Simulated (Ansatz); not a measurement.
System: 2H MoTe2. Method: LDA (Ansatz, a quantum-chemistry and plane-wave program, PAW).

Q: Predict the interlayer binding energy, layer repeat distance and gap between the layers.

A: 
interlayer binding energy: 15.1 meV/Å²
layer repeat distance: 6.886 Å
gap between the layers: 3.294 Å

Spin–orbit coupling is not included.

Static lattice: no zero-point or thermal effects.
